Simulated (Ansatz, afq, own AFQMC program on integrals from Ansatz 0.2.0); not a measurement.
# BSiH2, quartet in cc-pVTZ, levels against CCSDT(Q)

```xyz
4

Si    0.0000   -0.0471    0.5518
B     0.0000   -0.0605   -1.3633
H     0.0000    1.1711    1.4474
H     0.0000    0.7893   -2.2001
```

Connectivity, by distances: SiH–BH.

Basis cc-pVTZ. Noble-gas cores (and the filled d shells of Ga–Kr and In–Xe) are frozen. Integrals, coupled cluster, full CI and functionals: Ansatz 0.2.0; the random walks run on the same integrals in our own AFQMC program. The CISD trial takes its coefficients from CCSD amplitudes. Released means that phaseless walkers are propagated on without the constraint, phases kept. Free projection: walkers drawn from exp(T), propagated without any constraint. Its projection time is finite, and what remains of the start isn't in its error. Error bars are statistical, one sigma.

Determinant: UHF, the one that the program's search chose, which needn't be the lowest solution. The geometry is a PBE0/def2-TZVP stationary point of this or a neighbouring charge and spin state.

No full CI on the walks' own integrals is used here; CCSDT(Q) serves as the reference and is uncertain by about the last step of the cluster series.

Cautions: lower spins were not checked; the released energies are still falling, so no released level is given (meV from the phaseless value at times in 1/Eh: 1 ± 4 at 0.24, 0 ± 4 at 0.51, -6 ± 4 at 0.99, -8 ± 4 at 1.62, -16 ± 7 at 2.40), though the last usable value meets CCSDT(Q) within the noise.

```
T1 diagnostic                               : 0.0255
weight of the determinant in the CISD state : 0.884
⟨S²⟩ of the determinant                     : 3.764
size of the correlated space                : 9 electrons in 86 orbitals
```

| level | correlation energy (eV) |
| --- | --- |
| MP2 | -4.2361 |
| CCSD | -5.1299 |
| CCSD(T) | -5.3332 |

(1) Estimate where phaseless AFQMC with the Hartree–Fock trial lies against CCSD(T) on the same integrals.

(1) 1.7 ± 2.3 kJ/mol below CCSD(T). The gap is under twice the noise, so this walk alone can't tell the two apart.

Reference: CCSDT(Q), correlation energy -5.385 eV.

| level | E − E(reference) (kJ/mol) | share of correlation (%) |
| --- | --- | --- |
| CCSD(T) | 5.0 | 99.04 |
| CCSDT | 0.9 | 99.82 |
| ph-AFQMC/HF | 3.3 ± 2.3 | 99.37 |
| ph-AFQMC/CISD | 1.4 ± 0.4 | 99.74 |
| free AFQMC | -0.4 ± 0.9 | 100.07 |

Free projections are given only where their last times agree within the noise and don't stop above the reference; a slow remainder of the start can still hide under it. A walk keeps the symmetry of its determinant, which the program's search chose and which needn't be the lowest solution, so a lower state of the same spin and another symmetry isn't excluded.
